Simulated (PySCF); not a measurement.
Successive ionisation energies of one element at GMP2 (screened spin-orbit), starting from the ion with 12 electrons. Calculated with PySCF 2.14, two-component X2C-1e (Gaussian nucleus, no Breit or QED terms), each ion in its own even-tempered basis; GMP2 freezes the deep shells of the larger ions and drops the highest virtual spinors; eV.

7.366, 14.977, 80.000, 109.05, 140.93, 187.15, 225.32, 266.43, 326.41, 367.54, 1762.3, 1963.0

Q: Which element is it?

A: Magnesium (Mg, Z = 12); the list starts at Mg. The hydrogenic estimate 13.606 eV × (q + 1)²/n² with q = 0 and n = 3 gives 1.512 eV for the first entry, a lower bound because the other electrons screen the nucleus only in part.
